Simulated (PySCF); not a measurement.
ZnO (singlet state).
SMILES: `[O]=[Zn]`

Linear response at PBE0/aug-cc-pVTZ (PySCF, frozen core in the response, non-relativistic). Isolated species at its PBE0-D3(BJ)/def2-TZVP geometry, gas phase.

Static isotropic polarisability: 38.27 au (5.67 Å³), principal values 32.3, 32.3, 50.2 au.

Problem. What is the polarisability at 1064 nm and at the sodium D line?

Solution. 29.19 au at 1064 nm (-23.7 %), 37.52 au at 589.3 nm (-2.0 %). The lowest singlet lies at 1404 nm (f = 0.002), near or inside this range; the response is undamped and has a pole at each allowed excitation.

Problem. What is the isotropic C6 coefficient between two such molecules, C6 = (3/π)∫α(iω)² dω?

Solution. 301.7 au (Eh·bohr⁶) by a ten-point quadrature over imaginary frequencies, which is 180 eV·Å⁶ or 17.4 J·nm⁶/mol.

Problem. Which effective excitation energy ω̄ makes London's formula C6 = (3/4)α²ω̄ exact here?

Solution. ω̄ = 4·C6/(3α²) = 0.275 Eh = 7.5 eV.

Problem. What does −C6/R⁶ come to at R = 12 Å between centres?

Solution. -5.8 J/mol. This is the leading, orientation-averaged term; C8 and higher terms are left out.

Problem. How many electrons N does the Slater–Kirkwood formula C6 = (3/4)·√N·α^(3/2) need to give this C6?

Solution. N = (4·C6/3)²/α³ = 2.9; the species has 38 electrons in all.

Problem. The lowest 10 singlets have (eV, f): 0.88, 0.002; 0.88, 0.002; 3.68, 0.103; 5.08, 0.000; 5.17, 0.000; 5.17, 0.000; 6.48, 0.001; 6.48, 0.001; 6.49, 0.221; 6.60, 0.026. What share of the static polarisability do they carry in the sum over states α = Σ f/ω²?

Solution. 14.31 au, 37.4 % of α; the largest term, 5.60 au, is that of the state at 3.68 eV. Their oscillator strengths add up to 0.36. Higher states carry the rest.

Problem. What three-body coefficient follows from the one-pole estimate C9 = (3/4)·α·C6?

Solution. 8660 au. This is an estimate from the two numbers above, not a computed integral.

Problem. How anisotropic is the static polarisability, by Δα² = ½[(α1 − α2)² + (α2 − α3)² + (α3 − α1)²]?

Solution. Δα = 17.9 au, or 0.47 of the isotropic value.
